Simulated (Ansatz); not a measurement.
## Fe2O3: computed properties

The calculation used DFT PBE, scalar-relativistic, plane waves, PAW in Ansatz 0.2.0.

Plane waves to 420 eV, a k mesh through Γ of 12×12×12 on the computed 10-atom cell and Gaussian smearing (0.10 eV); collinear spin from starting moments 0.95 0.95 0.95 0.95 0 0 0 0 0 0 μB.

The structure is relaxed at this level of theory with its symmetry kept.

Symmetry: R-3c, No. 167, trigonal system. Conventional cell: a = 4.772 Å, b = 4.772 Å, c = 13.311 Å, α = 90.00°, β = 90.00°, γ = 120.00°. Around Fe (site symmetry 3) lie 6 O at 1.89 to 1.96 Å. Around O (site symmetry 2) lie 4 Fe at 1.89 to 1.96 Å.

| Item | Value |
| --- | --- |
| Volume per atom | 8.75 Å³ |
| Formation energy from the elements' standard states (uncorrected) | -1.189 eV/atom |
| Kohn–Sham band gap | none (metal) |
| Density of states at the Fermi level | 10.97 states/eV per cell |
| Löwdin character within 0.5 eV of the Fermi level | Fe 3d 85 %, O 2p 13 % |
| Bader charges (e) | Fe (4 in the cell) 1.47, O (6 in the cell) -0.98 |
| Total moment | 4.00 μB per cell |
| Site moments (μB; atoms counted from 1 over the whole cell) | Fe (atom 1) 0.86, Fe (atom 2) 0.86, Fe (atom 3) 0.86, Fe (atom 4) 0.86 |

Moments started parallel, and an antiferromagnetic order may lie lower.

Only this magnetic start was tried.

Cost: 1 run of about 25 core-minutes, on AMD EPYC (Zen 3) (shared hosts).